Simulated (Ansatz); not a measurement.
SiF4, SMILES F[Si](F)(F)F.

Geometry optimised at ωB97X-D3(BJ)/def2-SVP. The isomer is the one that the SMILES or the coordinates give; other isomers of the formula were not compared.

Two levels are set side by side: PBE/def2-SVPD (Ansatz, a program for electronic structure) and CAM-B3LYP/def2-SVPD (Ansatz). Energy differences of separate SCF runs at the same geometry; the states with an electron removed or added have multiplicity 2 and 2. Differences are taken from unrounded values.

| quantity | CAM-B3LYP | PBE | PBE minus CAM-B3LYP |
|---|---|---|---|
| vertical ionisation energy (eV) | 15.98 | 14.53 | -1.45 |
| vertical singlet–triplet gap (eV) | 10.91 | 9.33 | -1.58 |
